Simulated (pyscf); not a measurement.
Thermochemistry of product channels of O=Nb(OH)(OH)–OH + silane (SiH₄) on the singlet surface, in kJ/mol, from ωB97M-D3(BJ)/def2-TZVP energies (ideal gas, 1 atm, RRHO with modes under 100 cm⁻¹ raised to 100, one conformer, R ln 2 for chiral ones without a mode under 150 cm⁻¹). Structures and frequencies: ωB97X-D3(BJ)/def2-SVP in PySCF.

```json
[
 {"products": "O=Nb(OH)(OH)–O–SiH₃ + hydrogen (H₂)", "ΔE": "…", "ΔH(298 K)": "-91.4", "ΔG(298 K)": "-86.8", "ΔG(900 K)": "-82.4"},
 {"products": "O=NbH(OH)–OH + silanol (HO–SiH₃)", "ΔE": "…", "ΔH(298 K)": "+55.8", "ΔG(298 K)": "+46.8", "ΔG(900 K)": "+30.5"}
]
```

Task: What belongs in the gaps?

Result: 
- O=Nb(OH)(OH)–O–SiH₃ + hydrogen (H₂), ΔE: -83.8
- O=NbH(OH)–OH + silanol (HO–SiH₃), ΔE: +54.9

These are energies of the channels, which say nothing of barriers. Elements past Kr carry the def2 core potentials, without spin-orbit coupling.
